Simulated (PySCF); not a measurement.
**C₂HFN₂S: a tour of settings**

Aim: see how C₂HFN₂S (`Fc1ncsn1`) answers to the choice of functional, basis, grid and SCF options, and what happens with inputs that are wrong on purpose.

Computed with PySCF 2.14.0, with density-fitted response routines of our own, on a single molecule in the gas phase. Atoms are numbered from 0 throughout.

### 1 Starting geometry

7 atoms, charge 0, multiplicity 1; geometry from: GFN2-xTB.

Bonds of the start (Å): F0–C1 1.31, C1–N2 1.34, N2–C3 1.29, C3–S4 1.73, S4–N5 1.62, N5–C1 1.30, C3–H6 1.07.

### 2 Nuclear shieldings: PBE0/pcSseg-1

The job: settings as JSON, then the geometry in Å.

```
{"job": {"kind": "nmr", "xc": "PBE0", "basis": "pcSseg-1"}, "charge": 0, "multiplicity": 1}
F      2.227985    -0.540692    -0.174430
C      1.004720    -0.091604    -0.019506
N     -0.001525    -0.957914     0.183006
C     -1.096540    -0.283479     0.305439
S     -0.833464     1.418329     0.162864
N      0.758147     1.186341    -0.060136
H     -2.055989    -0.726076     0.475277
```

Method: GIAO PBE0/pcSseg-1 NMR shielding, non-relativistic, gas phase.

Command:

```console
OMP_NUM_THREADS=1 python probes_run.py task.json out
```

This one command runs all jobs of the session in turn.

Output:

```text
coarse grid: 7632 points
cycle   1  E = -683.7363028521  dE =  1.366e+00  |g| = 5.759e-01  |ddm| = 2.807e+00
cycle   2  E = -683.6666733064  dE =  6.963e-02  |g| = 8.541e-01  |ddm| = 8.174e-01
cycle   3  E = -683.7979326942  dE = -1.313e-01  |g| = 9.940e-02  |ddm| = 5.128e-01
cycle   4  E = -683.7991765736  dE = -1.244e-03  |g| = 6.687e-02  |ddm| = 1.198e-01
cycle   5  E = -683.8002194094  dE = -1.043e-03  |g| = 9.917e-03  |ddm| = 5.581e-02
cycle   6  E = -683.8002315278  dE = -1.212e-05  |g| = 6.078e-03  |ddm| = 1.201e-02
cycle   7  E = -683.8002401994  dE = -8.672e-06  |g| = 1.115e-03  |ddm| = 5.374e-03
final grid: 73128 points
cycle   8  E = -683.8405220877  dE = -1.859e-05  |g| = 6.727e-03  |ddm| = 1.903e-02
cycle   9  E = -683.8405052752  dE =  1.681e-05  |g| = 1.061e-02  |ddm| = 1.486e-02
cycle  10  E = -683.8405324221  dE = -2.715e-05  |g| = 1.131e-03  |ddm| = 1.017e-02
cycle  11  E = -683.8405326927  dE = -2.707e-07  |g| = 3.617e-04  |ddm| = 1.078e-03
cycle  12  E = -683.8405327178  dE = -2.503e-08  |g| = 1.164e-04  |ddm| = 2.720e-04
cycle  13  E = -683.8405327197  dE = -1.961e-09  |g| = 5.057e-05  |ddm| = 1.099e-04
cycle  14  E = -683.8405327204  dE = -6.974e-10  |g| = 1.174e-05  |ddm| = 5.530e-05
converged SCF energy = -683.8405327204

GIAO shielding tensors (ppm)
atom      isotropic    diamagn.    paramagn.     s11        s22        s33       span
  0 F      260.708     470.075    -209.367    109.760    324.074    348.290    238.530
  1 C       10.195     248.981    -238.786    -54.922     21.736     63.772    118.694
  2 N      -51.624     329.778    -381.403   -309.494    -72.910    227.532    537.026
  3 C        4.804     258.499    -253.696    -96.006     -3.122    113.538    209.543
  4 S       88.434    1056.240    -967.805   -130.196    191.620    203.879    334.074
  5 N        5.423     330.039    -324.616   -200.105     -6.781    223.154    423.259
  6 H       22.357      29.992      -7.635     19.741     20.966     26.365      6.624
```

It took 7 s on 1 thread of Arm Neoverse V2, shared host; peak memory 0.49 GiB.

The references, computed at this level on geometries of the same kind, shield at (ppm): 1H TMS 31.72, 13C TMS 186.9, 19F CFCl3 170.9, 15N NH3 267.7, 33S CS2 504. Their shielding less the atom's gives the shift. The references are single molecules in the gas phase, so shifts against H2O, NH3, PH3, H3PO4 or CFCl3 are not on the usual liquid scales and can be off by tens of ppm.

| atoms | environment | σ (ppm) | δ (ppm) | δ scaled to CDCl3 |
| --- | --- | --- | --- | --- |
| C3 | aromatic CH between two ring heteroatoms | 4.8 | 182.1 | 171.4 |
| C1 | aromatic carbon bearing fluorine | 10.2 | 176.7 | 170.6 |
| H6 | hydrogen on an aromatic CH between two ring heteroatoms | 22.36 | 9.36 | 8.93 |
| F0 | aryl fluorine | 260.7 | -89.8 | – |
| N2 | pyridine-type nitrogen of an azole | -51.6 | 319.4 | – |
| N5 | pyridine-type nitrogen of an azole | 5.4 | 262.3 | – |
| S4 | aromatic ring sulfur | 88 | 415 | – |

The scaled column applies a straight-line fit of computed shieldings to shifts measured in CDCl3, with any fitted terms for Cl, Br or S neighbours; 19F shifts take a fit of their own (root-mean-square error 0.16 ppm for H, 1.9 ppm for C).

The run also stored atomic charges by several schemes (e):

| atoms | Mulliken | IAO | Hirshfeld | ESP fit |
| --- | --- | --- | --- | --- |
| F0 | -0.22 | -0.23 | -0.06 | -0.24 |
| C1 | 0.62 | 0.48 | 0.18 | 0.89 |
| N2 | -0.38 | -0.30 | -0.19 | -0.56 |
| C3 | -0.05 | -0.15 | 0.01 | 0.08 |
| S4 | 0.39 | 0.51 | 0.20 | 0.20 |
| N5 | -0.51 | -0.50 | -0.22 | -0.54 |

Mayer bond orders: F0–C1 1.05, C1–N2 1.32, N2–C3 1.60, C3–S4 1.21, S4–N5 1.15, N5–C1 1.59.

Ring of atoms C1, N2, C3, S4, N5: NICS(0) -14.0, NICS(1) -11.8, NICS(1)zz -29.3 ppm (means of both faces).

### 3 Ultraviolet spectrum: PBE0/def2-SVPD

Settings changed since step 2:

```diff
@@ -1,2 +1,2 @@
-{"job": {"kind": "nmr", "xc": "PBE0", "basis": "pcSseg-1"}, "charge": 0, "multiplicity": 1}
+{"job": {"kind": "uv", "xc": "PBE0", "basis": "def2-SVPD", "nstates": 6, "ntriplets": 2}, "charge": 0, "multiplicity": 1}
 F      2.227985    -0.540692    -0.174430
```

With the program's defaults for keys left out, this is: TDDFT PBE0/def2-SVPD, vertical, gas phase, core orbitals frozen in the response.

Output:

```text
coarse grid: 7632 points
cycle   1  E = -683.4453526398  dE =  1.319e+00  |g| = 5.423e-01  |ddm| = 4.097e+00
cycle   2  E = -683.3795064443  dE =  6.585e-02  |g| = 8.060e-01  |ddm| = 1.476e+00
cycle   3  E = -683.5033701125  dE = -1.239e-01  |g| = 9.848e-02  |ddm| = 8.916e-01
cycle   4  E = -683.5048262550  dE = -1.456e-03  |g| = 6.027e-02  |ddm| = 1.663e-01
cycle   5  E = -683.5057016348  dE = -8.754e-04  |g| = 9.988e-03  |ddm| = 7.518e-02
cycle   6  E = -683.5057150763  dE = -1.344e-05  |g| = 6.026e-03  |ddm| = 2.035e-02
cycle   7  E = -683.5057239592  dE = -8.883e-06  |g| = 1.090e-03  |ddm| = 8.469e-03
final grid: 73128 points
cycle   8  E = -683.5729170706  dE = -1.279e-05  |g| = 6.847e-03  |ddm| = 4.590e-02
cycle   9  E = -683.5728968730  dE =  2.020e-05  |g| = 1.107e-02  |ddm| = 2.207e-02
cycle  10  E = -683.5729285312  dE = -3.166e-05  |g| = 1.165e-03  |ddm| = 1.514e-02
cycle  11  E = -683.5729288375  dE = -3.063e-07  |g| = 2.928e-04  |ddm| = 1.739e-03
cycle  12  E = -683.5729288540  dE = -1.645e-08  |g| = 1.084e-04  |ddm| = 3.643e-04
cycle  13  E = -683.5729288561  dE = -2.129e-09  |g| = 4.090e-05  |ddm| = 1.489e-04
cycle  14  E = -683.5729288566  dE = -4.779e-10  |g| = 1.019e-05  |ddm| = 6.649e-05
converged SCF energy = -683.5729288566

Static polarisability (au): isotropic 51.280, principal 34.592 54.853 64.395

Singlet excitations
state   eV       nm        f      main configurations
  1   5.3816    230.4   0.00122   H-1->L 0.99
  2   5.7398    216.0   0.08772   H->L 0.91
  3   5.9588    208.1   0.00103   H->L+1 0.93
  4   6.2915    197.1   0.00099   H-3->L 0.94
  5   6.8977    179.7   0.03812   H-1->L+1 0.49, H-2->L 0.43
  6   7.0161    176.7   0.01897   H-2->L 0.45, H-1->L+1 0.43

Triplet excitations (Tamm-Dancoff, eV): 3.9465 4.9269
```

It took 9.3 s on 1 thread of Arm Neoverse V2, shared host; peak memory 0.57 GiB.

Frontier orbitals and where they lie:

| orbital | eV | atoms |
| --- | --- | --- |
| HOMO−3 | -9.76 | N5 45 %, S4 19 %, C3 13 % |
| HOMO−2 | -9.67 | N2 31 %, N5 27 %, S4 17 % |
| HOMO−1 | -8.98 | N2 52 %, N5 23 %, S4 12 % |
| HOMO | -8.25 | S4 36 %, N5 18 %, C3 15 % |
| LUMO | -1.77 | C3 31 %, S4 24 %, N2 16 % |
| LUMO+1 | -0.61 | S4 67 %, N5 13 %, C3 8 % |
| LUMO+2 | 0.67 | C1 28 %, N2 25 %, N5 18 % |

With each of the 6 states as a Gaussian band of 0.4 eV half-width at 1/e, the curve within the window shown has maxima at 216 nm (ε 3,600), 178 nm (ε 2,300) L/(mol cm). Beyond the last state computed it falls off for lack of states. The curve at chosen wavelengths:

nm, ε (L/mol/cm) and a bar:
```
      169        955 ########
      173       1735 ##############
      176       2162 ##################
      180       2215 ##################
      183       1889 ################
      187       1265 ##########
      190        880 #######
      194        677 #####
      197        807 #######
      201       1341 ###########
      205       2153 ##################
      208       2787 #######################
      212       3418 ############################
      215       3607 ##############################
      219       3432 #############################
      222       3043 #########################
      226       2346 ###################
      230       1634 #############
      233       1174 ##########
      237        704 ######
      240        459 ####
      244        245 ##
      247        148 #
      251         73 
      254         42 
      258         20
```

Further results of this job:

| property | computed |
| --- | --- |
| dipole moment (D) | 2.99 |
| polarisability (Å³) | 7.60 |
| HOMO–LUMO gap (eV) | 6.47 |
| −ε(HOMO) (eV) | 8.25 |

### 4 Ultraviolet spectrum: mPW1PW91/def2-TZVPP

Settings changed since step 3:

```diff
@@ -1,2 +1,2 @@
-{"job": {"kind": "uv", "xc": "PBE0", "basis": "def2-SVPD", "nstates": 6, "ntriplets": 2}, "charge": 0, "multiplicity": 1}
+{"job": {"kind": "uv", "xc": "mPW1PW91", "basis": "def2-TZVPP", "nstates": 6, "ntriplets": 0, "tda": false}, "charge": 0, "multiplicity": 1}
 F      2.227985    -0.540692    -0.174430
```

Level: TDDFT mPW1PW91/def2-TZVPP, vertical, gas phase, core orbitals frozen in the response.

Output:

```text
coarse grid: 7632 points
cycle   1  E = -684.3545374053  dE =  1.349e+00  |g| = 5.921e-01  |ddm| = 2.568e+00
cycle   2  E = -684.2792072215  dE =  7.533e-02  |g| = 8.891e-01  |ddm| = 7.639e-01
cycle   3  E = -684.4168972564  dE = -1.377e-01  |g| = 9.757e-02  |ddm| = 4.763e-01
cycle   4  E = -684.4177910803  dE = -8.938e-04  |g| = 7.238e-02  |ddm| = 9.945e-02
cycle   5  E = -684.4190075595  dE = -1.216e-03  |g| = 1.035e-02  |ddm| = 4.915e-02
cycle   6  E = -684.4190195882  dE = -1.203e-05  |g| = 6.878e-03  |ddm| = 1.055e-02
cycle   7  E = -684.4190308336  dE = -1.125e-05  |g| = 9.748e-04  |ddm| = 4.597e-03
cycle   8  E = -684.4190309906  dE = -1.569e-07  |g| = 4.266e-04  |ddm| = 8.455e-04
final grid: 73128 points
cycle   9  E = -684.4135695065  dE = -3.390e-05  |g| = 6.680e-03  |ddm| = 3.863e-02
cycle  10  E = -684.4135528390  dE =  1.667e-05  |g| = 1.029e-02  |ddm| = 1.125e-02
cycle  11  E = -684.4135773721  dE = -2.453e-05  |g| = 1.592e-03  |ddm| = 7.927e-03
cycle  12  E = -684.4135779075  dE = -5.354e-07  |g| = 6.144e-04  |ddm| = 1.233e-03
cycle  13  E = -684.4135779821  dE = -7.463e-08  |g| = 1.282e-04  |ddm| = 3.786e-04
cycle  14  E = -684.4135779843  dE = -2.216e-09  |g| = 7.037e-05  |ddm| = 1.105e-04
cycle  15  E = -684.4135779856  dE = -1.222e-09  |g| = 1.178e-05  |ddm| = 4.634e-05
cycle  16  E = -684.4135779856  dE = -2.888e-11  |g| = 3.904e-06  |ddm| = 8.784e-06
converged SCF energy = -684.4135779856

Static polarisability (au): isotropic 48.685, principal 30.462 53.284 62.309

Singlet excitations
state   eV       nm        f      main configurations
  1   5.3562    231.5   0.00119   H-1->L 0.99
  2   5.6803    218.3   0.08388   H->L 0.91
  3   5.8499    211.9   0.00045   H->L+1 0.97
  4   6.3005    196.8   0.00158   H-3->L 0.96
  5   6.8412    181.2   0.03753   H-1->L+1 0.50, H-2->L 0.43
  6   6.9503    178.4   0.02058   H-2->L 0.46, H-1->L+1 0.41
```

Run time: 17 s. Hardware: 1 thread of Arm Neoverse V2, shared host; peak memory 0.77 GiB.

In short: HOMO -8.13 eV, LUMO -1.68 eV; lowest singlet 5.36 eV.

### 5 NMR shieldings: revPBE/aug-cc-pVDZ

Settings changed since step 4:

```diff
@@ -1,2 +1,2 @@
-{"job": {"kind": "uv", "xc": "mPW1PW91", "basis": "def2-TZVPP", "nstates": 6, "ntriplets": 0, "tda": false}, "charge": 0, "multiplicity": 1}
+{"job": {"kind": "nmr", "xc": "revPBE", "basis": "aug-cc-pVDZ", "pop": true, "scf": {"max_cycle": 84}}, "charge": 2, "multiplicity": 1}
 F      2.227985    -0.540692    -0.174430
```

With the program's defaults for keys left out, this is: GIAO revPBE/aug-cc-pVDZ NMR shielding, non-relativistic, gas phase.

Output:

```text
final grid: 73128 points
cycle   1  E = -683.0174244782  dE =  2.372e+00  |g| = 8.226e-01  |ddm| = 6.153e+00
cycle   2  E = -681.3845355064  dE =  1.633e+00  |g| = 2.565e+00  |ddm| = 5.560e+00
cycle   3  E = -682.4173715433  dE = -1.033e+00  |g| = 1.531e+00  |ddm| = 4.573e+00
cycle   4  E = -683.0764745384  dE = -6.591e-01  |g| = 7.505e-01  |ddm| = 3.931e+00
cycle   5  E = -682.6876339292  dE =  3.888e-01  |g| = 1.225e+00  |ddm| = 3.899e+00
cycle   6  E = -683.1787171608  dE = -4.911e-01  |g| = 3.523e-01  |ddm| = 3.745e+00
cycle   7  E = -682.8911255296  dE =  2.876e-01  |g| = 9.412e-01  |ddm| = 3.737e+00
cycle   8  E = -683.1925383857  dE = -3.014e-01  |g| = 2.548e-01  |ddm| = 3.734e+00
cycle   9  E = -682.8156986006  dE =  3.768e-01  |g| = 1.054e+00  |ddm| = 3.710e+00
cycle  10  E = -682.8121332420  dE =  3.565e-03  |g| = 1.056e+00  |ddm| = 1.010e-01
[... 64 cycles left out ...]
cycle  75  E = -683.1696071780  dE = -2.108e-01  |g| = 3.996e-01  |ddm| = 1.074e+00
cycle  76  E = -682.8992967009  dE =  2.703e-01  |g| = 9.143e-01  |ddm| = 3.727e+00
cycle  77  E = -682.8373466066  dE =  6.195e-02  |g| = 1.008e+00  |ddm| = 7.475e-01
cycle  78  E = -682.8682453487  dE = -3.090e-02  |g| = 9.659e-01  |ddm| = 1.782e-01
cycle  79  E = -682.8532831552  dE =  1.496e-02  |g| = 9.861e-01  |ddm| = 1.145e-01
cycle  80  E = -682.8574550496  dE = -4.172e-03  |g| = 9.815e-01  |ddm| = 9.204e-02
cycle  81  E = -682.8284368189  dE =  2.902e-02  |g| = 1.018e+00  |ddm| = 2.934e-01
cycle  82  E = -683.1795615076  dE = -3.511e-01  |g| = 3.211e-01  |ddm| = 3.759e+00
cycle  83  E = -682.8338188497  dE =  3.457e-01  |g| = 1.014e+00  |ddm| = 3.753e+00
cycle  84  E = -682.7998016150  dE =  3.402e-02  |g| = 1.059e+00  |ddm| = 2.221e-01
SCF not converged, last energy = -682.7998016150
```

Wall time 61 s (1 thread of Arm Neoverse V2, shared host); peak memory 0.49 GiB.

Why it failed: After 84 cycles the gradient is still 1.1e+00. Besides, the charge was set to +2 in this input. The remedy is to restore the charge. Numbers printed on the way are no properties of the molecule.

### 6 J couplings: wB97X/6-31G*

Settings changed since step 5:

```diff
@@ -1,2 +1,2 @@
-{"job": {"kind": "nmr", "xc": "revPBE", "basis": "aug-cc-pVDZ", "pop": true, "scf": {"max_cycle": 84}}, "charge": 2, "multiplicity": 1}
+{"job": {"kind": "j", "xc": "wB97X", "basis": "6-31G*"}, "charge": 0, "multiplicity": 1}
 F      2.227985    -0.540692    -0.174430
```

Method: wB97X/6-31G* indirect spin-spin coupling, non-relativistic, gas phase.

Output:

```text
coarse grid: 7632 points
cycle   1  E = -684.1661021844  dE =  1.579e+00  |g| = 6.968e-01  |ddm| = 3.170e+00
cycle   2  E = -684.1862540601  dE = -2.015e-02  |g| = 7.063e-01  |ddm| = 9.493e-01
cycle   3  E = -684.2760487328  dE = -8.979e-02  |g| = 5.940e-02  |ddm| = 4.663e-01
cycle   4  E = -684.2768231718  dE = -7.744e-04  |g| = 3.766e-02  |ddm| = 8.899e-02
cycle   5  E = -684.2771772010  dE = -3.540e-04  |g| = 1.227e-02  |ddm| = 4.390e-02
cycle   6  E = -684.2772244705  dE = -4.727e-05  |g| = 4.088e-03  |ddm| = 1.694e-02
cycle   7  E = -684.2772318227  dE = -7.352e-06  |g| = 1.372e-03  |ddm| = 7.341e-03
final grid: 73128 points
cycle   8  E = -684.2271913378  dE = -6.322e-05  |g| = 8.886e-03  |ddm| = 2.550e-02
cycle   9  E = -684.2271910717  dE =  2.661e-07  |g| = 9.561e-03  |ddm| = 1.259e-02
cycle  10  E = -684.2272064401  dE = -1.537e-05  |g| = 6.549e-04  |ddm| = 6.185e-03
cycle  11  E = -684.2272065670  dE = -1.269e-07  |g| = 4.640e-04  |ddm| = 1.196e-03
cycle  12  E = -684.2272066374  dE = -7.040e-08  |g| = 1.062e-04  |ddm| = 6.085e-04
cycle  13  E = -684.2272066421  dE = -4.765e-09  |g| = 5.658e-05  |ddm| = 2.143e-04
cycle  14  E = -684.2272066436  dE = -1.409e-09  |g| = 1.384e-05  |ddm| = 1.125e-04
cycle  15  E = -684.2272066437  dE = -9.754e-11  |g| = 6.337e-06  |ddm| = 2.740e-05
converged SCF energy = -684.2272066437

Indirect spin-spin couplings (Hz)
  i      j    bonds     total        FC       PSO       DSO        SD
  0 F    1 C    1   -151.316  -129.510   -20.559     1.264    -2.510
  0 F    2 N    2    -33.373   -38.692     6.629     0.035    -1.344
  0 F    3 C    3      4.222     7.933    -0.170    -0.462    -3.078
  0 F    4 S    3     -7.779     0.145    -9.511    -0.129     1.716
  0 F    5 N    2    -37.377   -42.424     9.947     0.039    -4.938
  0 F    6 H    4     -0.359     0.851     0.384    -1.782     0.188
  1 C    2 N    1    -13.191   -15.790     3.278    -0.154    -0.525
  1 C    3 C    2     -1.947    -1.060     0.043     0.053    -0.984
  1 C    4 S    2      2.791     0.108     1.325     0.003     1.354
  1 C    5 N    1    -15.291   -18.692     5.061    -0.156    -1.503
  1 C    6 H    3     15.336    15.589     0.282    -0.538     0.004
  2 N    3 C    1    -10.458   -14.544     5.134    -0.107    -0.941
  2 N    4 S    2      1.813    -0.340     2.167     0.005    -0.020
  2 N    5 N    2     -2.204    -1.702    -0.225    -0.006    -0.271
  2 N    6 H    2     -9.038    -9.872     0.691     0.160    -0.017
  3 C    4 S    1    -15.456    -8.347    -7.939     0.051     0.780
  3 C    5 N    2     -4.482    -5.191     1.653     0.001    -0.945
  3 C    6 H    1    191.265   190.501    -0.818     1.120     0.462
  4 S    5 N    1     16.459    13.006     3.457    -0.020     0.016
  4 S    6 H    2      7.466     9.089    -1.489    -0.089    -0.045
  5 N    6 H    3      1.875     1.462     0.141     0.259     0.013
```

Run time: 13 s. Hardware: 1 thread of Arm Neoverse V2, shared host; peak memory 0.54 GiB.

This basis has no tight s functions, so the Fermi-contact terms are rough.

A choice of the couplings up to four bonds, sorted by the number of bonds; isotopes 13C, 19F, 1H, 15N, 33S:

| pair | bonds | J (Hz) | Fermi contact (Hz) | dihedral (°) |
| --- | --- | --- | --- | --- |
| C3–H6 | 1 | 191.3 | 190.5 | – |
| F0–C1 | 1 | -151.3 | -129.5 | – |
| S4–N5 | 1 | 16.5 | 13.0 | – |
| C3–S4 | 1 | -15.5 | -8.3 | – |
| C1–N5 | 1 | -15.3 | -18.7 | – |
| C1–N2 | 1 | -13.2 | -15.8 | – |
| N2–C3 | 1 | -10.5 | -14.5 | – |
| F0–N5 | 2 | -37.4 | -42.4 | – |
| F0–N2 | 2 | -33.4 | -38.7 | – |
| N2–H6 | 2 | -9.0 | -9.9 | – |
| S4–H6 | 2 | 7.5 | 9.1 | – |
| C3–N5 | 2 | -4.5 | -5.2 | – |
| C1–S4 | 2 | 2.8 | 0.1 | – |
| N2–N5 | 2 | -2.2 | -1.7 | – |
| C1–C3 | 2 | -1.9 | -1.1 | – |
| N2–S4 | 2 | 1.8 | -0.3 | – |
| C1–H6 | 3 | 15.3 | 15.6 | 180 |
| F0–S4 | 3 | -7.8 | 0.1 | -180 |
| F0–C3 | 3 | 4.2 | 7.9 | 180 |
| N5–H6 | 3 | 1.9 | 1.5 | 180 |

Quadrupole couplings from the field gradients of the same density:

| atom | isotope | eQq/h (MHz) | η |
| --- | --- | --- | --- |
| S4 | 33S | -35.8 | 0.61 |
| N2 | 14N | -4.030 | 0.01 |
| N5 | 14N | -3.601 | 0.70 |

Shifts (PBE0/pcSseg-1, scaled to CDCl3) and these couplings together give the proton spectrum at 400 MHz below.

1H NMR δ 8.93 (s, 1H).

### 7 Run by run: electronic excitations

Excitations and ground-state properties, with basis size and wall time:

| run | lowest singlet (eV) | brightest (eV) | f | gap (eV) | α (Å³) | μ (D) | functions | time |
| --- | --- | --- | --- | --- | --- | --- | --- | --- |
| PBE0/def2-SVPD | 5.38 | 5.74 | 0.088 | 6.47 | 7.60 | 2.99 | 138 | 9.3 s |
| mPW1PW91/def2-TZVPP | 5.36 | 5.68 | 0.084 | 6.44 | 7.21 | 2.93 | 211 | 17 s |

### 8 What came out

```
                                    quantity                                            value
      13C shifts against TMS (PBE0/pcSseg-1)                                 182.1, 176.7 ppm
       1H shifts against TMS (PBE0/pcSseg-1)                                         9.36 ppm
    19F shifts against CFCl3 (PBE0/pcSseg-1)                                        -89.8 ppm
      15N shifts against NH3 (PBE0/pcSseg-1)                                 319.4, 262.3 ppm
      33S shifts against CS2 (PBE0/pcSseg-1)                                          415 ppm
             lowest singlet (PBE0/def2-SVPD)                      5.38 eV (230 nm), f = 0.001
    brightest single state of those computed                      state 2, 5.74 eV, f = 0.088
                              lowest triplet                                          3.95 eV
largest coupling of the table (wB97X/6-31G*)                          1J(C,H) C3–H6, 191.3 Hz
                 range of the lowest singlet                                  5.36 to 5.38 eV
               property runs in this session  5, of which 1 failed and 0 gave unsound results
```

Single values in the summary come from the first sound run of each kind (PBE0/pcSseg-1; PBE0/def2-SVPD; wB97X/6-31G*), which need not be the best level. At PBE0/pcSseg-1: The widest tensor belongs to N2: span 537 ppm, with a paramagnetic part of -381 ppm. NICS(1)zz of -29 ppm above the planar ring from C1 marks a diatropic (aromatic) ring current. The lowest singlet, at 5.38 eV, is HOMO−1→LUMO 0.99 and is weak; of the 6 states computed, the strongest absorption comes from state 2 at 5.74 eV. The lowest triplet lies 1.44 eV below the lowest singlet (triplets in Tamm-Dancoff, singlets in full TDDFT). In the run at wB97X/6-31G*, the largest coupling of the table is C3–H6, 191.3 Hz, of which the Fermi-contact term gives 190.5 Hz. The lowest singlet runs from 5.36 eV (mPW1PW91/def2-TZVPP) to 5.38 eV (PBE0/def2-SVPD), while the orbital gap spans 6.44 to 6.47 eV. The lowest state need not be the same one in every run. Couplings from bases without tight functions are rough.
